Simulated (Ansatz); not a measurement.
# Property card for BP

These are results of DFT r2SCAN, scalar-relativistic, plane waves, PAW (Ansatz 0.2.0), not measurements.

Cutoff 500 eV; k points 10×10×10 on the computed 2-atom cell (Γ-centred); Gaussian smearing, width 0.02 eV; no spin polarisation.

The structure is relaxed at this level of theory with its symmetry kept.

Space group F-43m (No. 216). a = 4.537 Å, b = 4.537 Å, c = 4.537 Å, α = 90.00°, β = 90.00°, γ = 90.00°
| atom | site | symmetry | x | y | z |
| --- | --- | --- | --- | --- | --- |
| B | 4a | -43m | 0.0000 | 0.0000 | 0.0000 |
| P | 4d | -43m | 0.2500 | 0.2500 | 0.7500 |

Q: Formation energy from the elements' standard states (uncorrected)?

A: -0.484 eV/atom.

Q: Generalised Kohn–Sham band gap?

A: 1.41 eV, indirect from Γ to (0.000, 0.414, 0.414).

Q: Löwdin character of the top 1 eV of the valence band?

A: B 2p 51 %, P 3p 45 %.

Q: Löwdin character of the lowest 1 eV of the conduction band?

A: P 3p 25 %, B 2s 23 %, B 2p 23 %, P 3s 11 %, unprojected 17 %.

Q: Electron masses at the edge by Cartesian direction of the standard setting (m_e; degenerate bands sorted by energy; no spin-orbit coupling)?

A: x: 1.3; y: 0.22; z: 0.22.

Q: Hole masses at the edge by Cartesian direction of the standard setting (m_e; degenerate bands sorted by energy; no spin-orbit coupling)?

A: x: 0.32, 0.24, 0.24; y: 0.32, 0.24, 0.24; z: 0.32, 0.24, 0.24.

Q: Bulk modulus?

A: 169 GPa.

Q: Its pressure derivative?

A: 3.7.

Q: Electronic dielectric constant xx, yy, zz of the standard setting (independent particles)?

A: 8.8, 8.8, 8.8.

Q: Bader charges (e)?

A: B (1 in the cell) 0.64, P (1 in the cell) -0.64.